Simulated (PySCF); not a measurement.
Compound: C₄H₇F.
Cartesian coordinates in Å at the PBE0-D3(BJ)/def2-SVP level; atoms count from 1:
```
atom  x, y, z in Å
C1     1.5642   -0.3413   -0.4449
C2     0.5140    0.7146   -0.5235
C3    -0.7206    0.6591   -0.0211
C4    -1.3994   -0.4274    0.7297
F5    -1.5291    1.7218   -0.1890
H6     1.8720   -0.6717   -1.4511
H7     1.2331   -1.2306    0.1093
H8     2.4723    0.0402    0.0508
H9     0.7685    1.6445   -1.0430
H10   -2.3002   -0.7576    0.1878
H11   -1.7305   -0.0584    1.7137
H12   -0.7443   -1.2932    0.8812
```

The closed-shell ground state was solved at several levels (PySCF, density fitting, gas phase, non-relativistic).

| level | basis functions | total energy (Eh) | HOMO (eV) | LUMO (eV) | gap (eV) | dipole (D) |
| --- | --- | --- | --- | --- | --- | --- |
| mPW1PW91/pcSseg-2 | 278 | -256.5056 | -6.85 | 0.57 | 7.42 | 1.76 |
| B3LYP/pcSseg-2 | 278 | -256.5775 | -6.63 | 0.30 | 6.93 | 1.77 |
| BHandHLYP/def2-SVPD | 159 | -256.1457 | -7.95 | 1.20 | 9.15 | 1.89 |
| LDA/def2-SVPD | 159 | -254.1868 | -5.82 | -0.56 | 5.26 | 1.75 |
| CAM-B3LYP/def2-SVPD | 159 | -256.1711 | -8.22 | 1.37 | 9.59 | 1.84 |
| wB97X-D/def2-SVPD | 159 | -256.2078 | -8.72 | 2.41 | 11.13 | 1.81 |
| BLYP/pcSseg-2 | 278 | -256.4809 | -5.52 | -0.24 | 5.28 | 1.67 |
| wB97X-D/pcSseg-2 | 278 | -256.4858 | -8.66 | 2.29 | 10.95 | 1.77 |
| HF/def2-SVPD | 159 | -254.7846 | -9.51 | 2.73 | 12.24 | 1.97 |
| BHandHLYP/pcSseg-2 | 278 | -256.4248 | -7.90 | 1.06 | 8.96 | 1.88 |
| PBE/def2-SVPD | 159 | -255.9785 | -5.68 | -0.37 | 5.31 | 1.68 |
| B3LYP/pcJ-1 | 205 | -256.4794 | -6.60 | 0.54 | 7.14 | 1.72 |

Estimate the row for PBE0/def2-TZVP, a basis of 197 functions; the other rows only guide the guess.

Total energy -256.2747 Eh, HOMO -6.80 eV, LUMO 0.75 eV, gap 7.55 eV, dipole 1.69 D.

Over all these levels, which gives the widest orbital gap and which the narrowest?

HF/def2-SVPD (Hartree–Fock, all exact exchange) has the widest, 12.24 eV, and LDA/def2-SVPD (LDA) the narrowest, 5.26 eV. The two share the basis. From the narrowest to the widest the HOMO moves by -3.69 eV and the LUMO by +3.29 eV.

In the def2-SVPD basis, how does the gap go with the fixed share of exact exchange?

LDA (0 %) 5.26 eV; PBE (0 %) 5.31 eV; BHandHLYP (50 %) 9.15 eV; HF (100 %) 12.24 eV. Each rise in the share widens the gap here.

How far do the dipole and the HOMO energy spread over the levels?

The dipole runs from 1.67 to 1.97 D (mean 1.79 D) and the HOMO from -9.51 to -5.52 eV.

The pairwise dispersion term of wB97X-D wasn't added to the energies; at a given geometry it leaves orbitals and properties as they are.
